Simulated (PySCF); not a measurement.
Compound: C4H8OS.
SMILES with atom numbers: `[CH3:1][C@@H:2]1[CH2:3][CH2:4][S@:5]1=[O:6]` (hydrogens: H7, H8, H9 on C1; H10 on C2; H11, H12 on C3; H13, H14 on C4)

The geometry is computed with GFN2-xTB (gas phase).

Task: Give the optimised bond lengths and angles.

Result: 
| bond | length (Å) | order |
| --- | --- | --- |
| C1–C2 | 1.510 | single |
| C2–C3 | 1.529 | single |
| C3–C4 | 1.524 | single |
| C4–S5 | 1.868 | single |
| S5=O6 | 1.460 | double |
| C2–S5 | 1.881 | single |
| C1–H7, C1–H8, C1–H9 | 1.089 | single |
| C2–H10 | 1.090 | single |
| C3–H11 | 1.090 | single |
| C3–H12 | 1.090 | single |
| C4–H13 | 1.086 | single |
| C4–H14 | 1.086 | single |

Bonds in one row agree within 0.01 Å and their mean is given. Orders are formal, as drawn. A selection of angles:
| angle | degrees |
| --- | --- |
| C2–C1–H7 | 110.5 |
| H7–C1–H8 | 108.5 |
| H7–C1–H9 | 108.4 |
| C1–C2–C3 | 117.6 |
| C1–C2–S5 | 115.3 |
| C1–C2–H10 | 111.9 |
| C3–C2–S5 | 90.9 |
| C3–C2–H10 | 112.2 |
| S5–C2–H10 | 107.0 |
| C2–C3–C4 | 96.4 |
| C2–C3–H11 | 110.5 |
| C2–C3–H12 | 115.0 |
| C4–C3–H11 | 111.0 |
| C4–C3–H12 | 115.1 |
| H11–C3–H12 | 108.4 |
| C3–C4–S5 | 91.5 |
| C3–C4–H13 | 116.8 |
| C3–C4–H14 | 113.6 |
| S5–C4–H13 | 114.4 |
| S5–C4–H14 | 108.6 |
| H13–C4–H14 | 110.5 |
| C4–S5–O6 | 109.6 |
| C2–S5–C4 | 74.8 |
| C2–S5–O6 | 109.9 |

Dihedral angles: C1–C2–C3–C4 -140° (anticlinal); C2–C3–C4–S5 21° (synperiplanar); C3–C4–S5–O6 -123° (anticlinal); C1–C2–S5–C4 139° (anticlinal).

S5 (sulfinyl sulfur) is pyramidal (angles 109.9°, 109.6° and 74.8°, sum 294.2°, 0.79 Å off the plane of its three neighbours). The 4-membered ring C2–C3–C4–S5 has internal angles of 74.8° to 96.4°; it is puckered, 0.14 Å rms from its mean plane, widest ring torsion 21°. Of the pairs four or more bonds apart, H7···H11 is among the closest relative to their van der Waals radii: 2.48 Å, 103 % of the sum of Bondi's values.

Point group: C1 (no symmetry element, even within 0.4 Å). No GFN2-xTB frequencies stand behind this structure, so it isn't proved a minimum. The numbers are those of one conformer.
